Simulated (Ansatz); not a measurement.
# OH, quartet: the ladder up to UCCSDT(Q)

Geometry: that of the OH⁻, triplet, kept fixed. The doublet lies 7.2 eV lower here.

```yaml
atoms:
  - { symbol: O, position_ang: [0.0000, 0.0000, 0.0000] }
  - { symbol: H, position_ang: [0.0000, 0.0000, 1.0060] }
```

Basis aug-cc-pVTZ; Ansatz 0.2.0. Correlated methods freeze the noble-gas cores, which leaves 7 electrons in 68 orbitals. Prefix R: restricted or restricted open-shell reference; prefix U: unrestricted. Active spaces: valence = (7e, 5o) chosen from the atoms' valence shells.

Full CI isn't at hand for all of this; UCCSDT(Q) serves as the reference, and is uncertain by the last step of the cluster series or more. The frozen core follows each run's orbitals, which can shift R against U totals by a few meV.

The UHF ⟨S²⟩ is 3.760, the T1 diagnostic (RCCSD) is 0.0178 and the largest doubles amplitude (RCCSD) is 0.022. The T1 diagnostic (UCCSD) is 0.0137.

Q: From what is known of these methods and the diagnostics, rank them by the size of their error in total energy against UCCSDT(Q) in aug-cc-pVTZ, smallest first (an estimate: the text doesn't fix the numbers).
A. NEVPT2 (valence space)
B. RCCSD(T)
C. MRCISD+Q (valence space)
D. RHF
E. MRCISD (valence space)

A: B (0.37 kcal/mol), C (0.79 kcal/mol), E (5.62 kcal/mol), A (21.29 kcal/mol), D (116.40 kcal/mol).

All errors are against UCCSDT(Q) in aug-cc-pVTZ. Within each family the higher level lies nearer, as is usual though not guaranteed.

Natural occupations of CASSCF (valence space) about the gap: 2.000 2.000 1.000 1.000 1.000; effectively unpaired electrons, Σ n²(2−n)², 3.00.
